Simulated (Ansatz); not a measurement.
# Relaxing SiMo2

All numbers below come from DFT PBE, scalar-relativistic, plane waves, PAW (Ansatz 0.2.0). Cutoff 420 eV, Γ-centred k mesh, Gaussian smearing, no spin polarisation in the final step.

SiMo2 was placed on the ThSi2 structure type (I4_1/amd, No. 141), with Si in place of Th, Mo in place of Si, at a guessed volume.

```
Si Mo
1.0
    -1.86177    1.86177    6.47333
     1.86177   -1.86177    6.47333
     1.86177    1.86177   -6.47333
Si Mo
2 4
Direct
  0.00000 0.00000 0.00000
  0.75000 0.25000 0.50000
  0.41650 0.41650 0.00000
  0.16650 0.66650 0.50000
  0.33350 0.83350 0.50000
  0.58350 0.58350 0.00000
```

Cell and atoms relax at zero pressure; the relaxation can't lower the symmetry of the start. After a coarse first stage the cell is made exact in the group found at 0.06 Å.

Formation energies are uncorrected and refer to the elements' standard structures at the same level.

(1) What does it relax into?

(2) What are its volume, energy, density and gap?

Answers

(1) It keeps I4_1/amd (No. 141), but not the shape of the type it started on. Conventional cell: a = 2.913 Å, c = 21.640 Å. Si is coordinated by 8 Mo at 2.63 Å and 4 Si at 2.91 Å; Mo has 2 Mo at 2.59 Å, 4 Si at 2.63 Å, 4 Mo at 2.91 Å and 1 Mo at 3.27 Å.

```cif
data_structure
_symmetry_space_group_name_H-M 'I4_1/amd:1'
_symmetry_Int_Tables_number 141
_cell_length_a 2.9133
_cell_length_b 2.9133
_cell_length_c 21.6400
_cell_angle_alpha 90.000
_cell_angle_beta 90.000
_cell_angle_gamma 90.000
_cell_volume 183.67
loop_
_atom_site_label
_atom_site_type_symbol
_atom_site_symmetry_multiplicity
_atom_site_Wyckoff_symbol
_atom_site_fract_x
_atom_site_fract_y
_atom_site_fract_z
_atom_site_occupancy
Si1 Si 4 a 0.00000 0.00000 0.00000 1
Mo1 Mo 8 e 0.00000 0.00000 0.42437 1
```

(2) The volume per atom is 15.31 Å³, the density is 7.96 g/cm³ and the energy over the elements is 0.27 eV/atom. The gap on the 18×18×18 mesh is 0 eV (a metal).

The final run used a 18×18×18 mesh on its 6-atom cell and 0.10 eV smearing. For metals, differences of a few meV/atom aren't resolved. Symmetry constrained the relaxation, so the result can be a saddle point.

Cost: 3 runs of about 16 core-minutes in all, on Intel Xeon Platinum 8259CL (Skylake/Cascade Lake) (shared hosts).